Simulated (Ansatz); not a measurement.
O₂, a search for lower mean-field states

Computed with Ansatz 0.2.0, Python API.

Contents of `o2.xyz`:
```text
2

O     0.00000    0.00000    0.00000
O     0.00000    0.00000    1.20000
```

At the Python prompt:
```pycon
>>> import ansatz as az
>>> import numpy as np
>>> BASIS_SET = "def2-TZVP"
>>> XC = "hf"
>>> molecule = az.Crystal.molecule_from_extxyz("o2.xyz")
>>> symbols = [site.symbol for site in molecule.cartesian_sites]
>>> start = np.array([site.position_ang for site in molecule.cartesian_sites])
>>> for factor in [1.0, 1.3]:
...     xyz = (start - start.mean(axis=0)) * factor
...     scaled = az.Crystal.molecule()
...     for symbol, place in zip(symbols, xyz):
...         scaled = scaled.atom(symbol, place.tolist())
...     setup = scaled.calculation().basis(gaussian=BASIS_SET).functional(XC).spin("collinear", total=2)
...     for search in ("off", "standard"):
...         try:
...             data = setup.scf(lower_state_search=search).run(threads=1).report
...         except az.AnsatzError as error:
...             print(f"x{factor} search {search}: {type(error).__name__}")
...             continue
...         state = data["mean_field"]["state"]
...         print(f"all distances x{factor}, search {search:8s} E = {data['free_energy_ev']:.5f} eV  <S^2> = {abs(state['spin_squared']):.3f}  other states met: {len(data['mean_field']['others'])}")
...
all distances x1.0, search off      E = -4073.12168 eV  <S^2> = 2.045  other states met: 0
all distances x1.0, search standard E = -4073.12168 eV  <S^2> = 2.045  other states met: 0
all distances x1.3, search off      E = -4068.99527 eV  <S^2> = 2.077  other states met: 0
all distances x1.3, search standard E = -4070.68727 eV  <S^2> = 2.332  other states met: 15
```

These settings explore the input space; basis and method may be short of convergence. The count of other states can hold repeated and symmetry-equivalent ends of the search; scaling all distances is a test, and for more than two atoms no physical path. The species is open-shell (spin multiplicity 3). The expectation value of S² is noticeably off S(S+1) in at least one run, so that state is spin-contaminated. The spin state was assumed, and another may lie lower. The whole script took 2.1 s on 1 thread of Intel(R) Xeon(R) Platinum 8488C (Sapphire Rapids) (shared host), peak memory 0.18 GiB.

(Lines on the test bed's own set-up are left out of the output.)
